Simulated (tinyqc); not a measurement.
Worked calculation: UKS/BLYP in the sto-6g basis, for OH+, spin multiplicity 3. One step of it, computed by the program tinyqc.

Question. Iteration 2: DIIS coefficients. Solve [B -1; -1 0][c; lambda] = [0; -1] for the coefficients, which sum to one.

B (overlaps of the stored error matrices):
```
                1               2
1   2.0964944e-01  -4.1366956e-02
2  -4.1366956e-02   8.8943044e-02
```

Give: DIIS coefficients.

Answer.

DIIS coefficients: 0.342  0.658
